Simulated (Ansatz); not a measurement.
**Ge (P6₃/mmc, No. 194, 4 atoms in the cell; start mp-1007760; another form than the element's usual one)**

Computed with r²SCAN+rVV10 (Ansatz, a first-principles code, PAW).

Settings: plane-wave cutoff 500 eV, 12×12×6 k mesh (along the axes of the cell as run), Fermi–Dirac smearing 0.05 eV, scalar-relativistic PAW data made under PBE.

Cell (relaxed at this level):

```yaml
crystal:
  lattice:
    - [3.98122, 0.00000, 0.00000]
    - [-1.99061, 3.44783, 0.00000]
    - [0.00000, 0.00000, 6.58083]
  atoms:
    - { symbol: Ge, position: [0.66667, 0.33333, 0.06301] }
    - { symbol: Ge, position: [0.33333, 0.66667, 0.93699] }
    - { symbol: Ge, position: [0.33333, 0.66667, 0.56301] }
    - { symbol: Ge, position: [0.66667, 0.33333, 0.43699] }
```

```
Item                                                  Result
--------  --------------------------------------------------
band gap  0.11 eV (under three smearing widths, so not firm)
```

Note: the relaxation could not lower the start's symmetry, so the cell can be a saddle point above a distorted one.

Spin–orbit coupling is not included.

Computed values are for the static lattice.

Cost on a shared machine: roughly 2.9 core-minutes.

A start named mp-… is a Materials Project structure, which need not be a measured phase.
